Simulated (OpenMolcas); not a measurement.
# How methods differ on C2H5Al (SMILES C=[CH][AlH2])

C2H5Al: 8 atoms, total charge 0, spin state singlet. As SMILES, `C=[CH][AlH2]`. Geometry: relaxed at PBE0-D4/def2-TZVP.

Quantity: the vertical electron affinity (to the doublet anion), in eV. The values are calculated.

The electron affinity is E(neutral) − E(anion): positive where the electron is bound.

```tsv
level	kind	program	value (eV)	CPU time (all runs)
HF/def2-SVPD	Hartree–Fock	OpenMolcas	-0.76	25 s
BLYP/def2-SVPD	GGA	OpenMolcas	-0.07	1.9 min
PBE/def2-SVPD	GGA	OpenMolcas	0.14	1.9 min
revPBE/def2-SVPD	GGA	OpenMolcas	0.09	1.9 min
TPSS/def2-SVPD	meta-GGA	OpenMolcas	0.05	3 min
r2SCAN/def2-SVPD	meta-GGA	OpenMolcas	0.21	2.9 min
BHLYP/def2-SVPD	global hybrid	OpenMolcas	-0.22	1.9 min
PBE0/def2-SVPD	global hybrid	OpenMolcas	0.06	1.9 min
```

Where it was recorded, the anion's HOMO is positive in every row: a fault of the level (basis or self-interaction), which says nothing on whether the real anion is bound. The values span -0.76 to 0.21 eV. Spin contamination of the reference (⟨S²⟩ at least 0.1 too high) touches HF/def2-SVPD. Times are those of the runs behind each value, whatever else they computed, on shared processors of several kinds: orders of magnitude only.
